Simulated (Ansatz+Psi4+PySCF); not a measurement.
**doublet LiNH3: levels of theory in one basis**

```xyz
5

Li   -0.0299    0.0020    0.0016
N    -0.0202   -0.0042    2.0018
H     0.9541   -0.0243    2.3750
H    -0.4660    0.8107    2.3317
H    -0.4440   -0.8265    2.3646
```

Basis set: cc-pVTZ on H, N; cc-pCVTZ on Li (spherical functions). Frozen core: 1 orbital. Correlation on ROHF uses semicanonical orbitals with singles. Charge 0, multiplicity 2.

Computed with Ansatz (development build ahead of 0.2.0) and Psi4 1.11; each method stands on the lowest determinant of its kind that the runs found.

| method | E − E(ROHF) (eV) | <S²> of the determinant |
| --- | --- | --- |
| ROHF | 0.00 | 0.75 |
| UHF | 0.00 | 0.75 |

Problem. What does ROHF-MP2 give on the same scale?

Solution. -7.49 eV.
